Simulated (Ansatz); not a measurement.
# HAl–C–O, triplet: vertical spin and charge gaps

Geometry (PBE0/def2-TZVP stationary point for this spin, not checked as a minimum):

| atom | x (Å) | y (Å) | z (Å) |
| --- | --- | --- | --- |
| Al | 0.0000 | -0.1061 | 1.2725 |
| C | 0.0000 | 0.0837 | -0.6437 |
| O | 0.0000 | 0.0363 | -1.7922 |
| H | 0.0000 | 1.2690 | 2.0556 |

Basis cc-pVDZ; Ansatz 0.2.0. Only valence electrons are correlated (noble-gas cores frozen). R marks a restricted (for open shells ROHF) determinant, U an unrestricted one.

Gaps are energies of the second state less the first, at fixed atoms, for a selection of the levels run; each method lands on the state that its own search finds for that charge and spin.

For open shells CISD is restricted-active-space CI with the open shells as a complete middle space. A value is left out where its run failed or describes another state than the reference as far as symmetry and spin tell, or, spin-broken singlets apart, can't be checked.

Removing an electron, to the doublet: 6.976 eV at UCCSDT(Q).

| level | gap (eV) | error (meV) |
| --- | --- | --- |
| RMP2 | 6.858 | -118 |
| UMP2 | 6.826 | -150 |
| CISD | 6.935 | -41 |
| RCCSDT | 6.980 | 4 |
| UCCSDT | 6.980 | 4 |
| PBE | 7.404 | 428 |
| r2SCAN | 7.550 | 574 |
| PBE0 | 7.453 | 477 |
| B3LYP | 7.367 | 391 |
| RPA-PBE | 7.153 | 177 |

Removing an electron, to the quartet: 11.701 eV at UCCSDT(Q).

```tsv
level	gap (eV)	error (meV)
RHF	10.917	-784
UHF	10.952	-749
RMP2	11.476	-225
UMP2	11.474	-227
CISD	11.542	-159
RCCSD	11.725	24
UCCSD	11.727	26
RCCSD(T)	11.712	11
UCCSD(T)	11.712	11
BCCD(T)	11.711	10
RCCSDT	11.710	9
UCCSDT	11.710	9
RCCSDT(Q)	11.701	0
SPW92	12.057	356
PBE	11.926	225
r2SCAN	11.964	263
PBE0	12.032	331
B3LYP	12.189	488
wB97M-V	12.213	512
B2PLYP	11.935	234
RPA-PBE	11.957	256
```

**Question.** PBE gives 5.960 eV for quintet less triplet. Estimate what UCCSDT(Q) gives in cc-pVDZ.

**Answer.** UCCSDT(Q) in cc-pVDZ gives 6.108 eV, so against it PBE is off by -0.148 eV, of which a good part can be the reference's own basis and frozen-core error.

| level | gap (eV) | error (meV) |
| --- | --- | --- |
| RHF | 5.363 | -745 |
| UHF | 5.326 | -782 |
| RMP2 | 6.046 | -62 |
| UMP2 | 6.067 | -41 |
| CISD | 5.965 | -143 |
| RCCSD | 6.122 | 14 |
| UCCSD | 6.119 | 11 |
| RCCSD(T) | 6.132 | 24 |
| UCCSD(T) | 6.131 | 23 |
| BCCD(T) | 6.132 | 24 |
| RCCSDT | 6.116 | 8 |
| UCCSDT | 6.115 | 7 |
| RCCSDT(Q) | 6.110 | 2 |
| r2SCAN | 5.922 | -186 |
| PBE0 | 6.008 | -100 |
| B3LYP | 6.219 | 111 |
| wB97M-V | 6.437 | 329 |
| B2PLYP | 6.243 | 135 |
| RPA-PBE | 6.210 | 102 |

In so small a basis the reference is far from its limit while semilocal and hybrid functionals are nearer theirs (RPA and double hybrids share much of the reference's basis error), so the functionals' errors here hold much of the reference's basis and frozen-core error, which can add to them or hide them.

Full CI isn't at hand for all of this; UCCSDT(Q) serves as the reference, and is uncertain by about the last step of the cluster series. The frozen core follows each run's orbitals, which can shift R against U totals by a few meV.
